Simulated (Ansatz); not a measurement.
`C=NC(=C)N` + H–F → `C=NC(=C)F` + NH₃ at 700 K and 1 bar (substitution at a C–N bond).

Calculated with Ansatz (gas phase, PBE0-D4/def2-TZVP geometries, no zero-point term in ΔE). CBS: MP2 limit from def2 TZ/QZ plus the TZ coupled-cluster correction, frozen cores. This one scheme is used for every species. Each species was taken in one conformer, which may not be the lowest.

```tsv
species	CCSD(T)/CBS energy (Eh)	H − E (kJ/mol)	S (J/(mol·K))
`C=NC(=C)N`	-227.12040	308.2	414.0
H–F	-100.39570	45.2	198.5
`C=NC(=C)F`	-271.00035	233.8	387.6
NH₃	-56.50880	116.9	226.5
```

H − E and S are ideal-gas, rigid-rotor, harmonic terms from PBE0-D4/def2-TZVP, for one conformer and one mirror image of each species. 1 Eh = 2625.50 kJ/mol, R = 8.31446 J/(mol·K).

By hand: ΔE, ΔH, ΔS and ΔG.

ΔE = (-271.00035) + (-56.50880) − (-227.12040) − (-100.39570) = 0.00695 Eh = 18.2 kJ/mol. Δ(H − E) = 233.8 + 116.9 − 308.2 − 45.2 = -2.7, so ΔH = 15.5 kJ/mol. ΔS = 387.6 + 226.5 − 414.0 − 198.5 = 1.6 J/(mol·K). ΔG = 15.5 − 700 × (1.6)/1000 = 14.4 kJ/mol.

By hand: the equilibrium constant, and the temperature at which ΔG would vanish if ΔH and ΔS stayed fixed.

log₁₀ K = −ΔG/(RT ln 10) = -1.1. ΔG = 0 at ΔH/ΔS = 9688 K, far beyond where these terms or the molecules hold.

The number of gas molecules stays the same, so ΔS is small and ΔH decides. A doubt of 5 kJ/mol in ΔE shifts log₁₀ K by 0.4 here. Other conformers and mirror images would add mixing entropy, several J/(mol·K) or more a flexible species. These are equilibria of isolated gas molecules and say nothing of rates. Largest T1 diagnostic: 0.013 (customary marks: 0.02 for closed shells, 0.045 for open ones).
